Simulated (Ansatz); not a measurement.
Harmonic frequencies (cm⁻¹) at PBE0-D4/def2-TZVP from Ansatz: 128, 418, 577, 609, 862, 1009, 1066, 1219, 1396, 1458, 1466, 1940, 3075, 3145, 3194.

(1) Which molecule is it?
A. `O/C=C\F`
B. `C=C(O)F`
C. `FC1CO1`
D. `CC(=O)F`

Results:

(1) D.
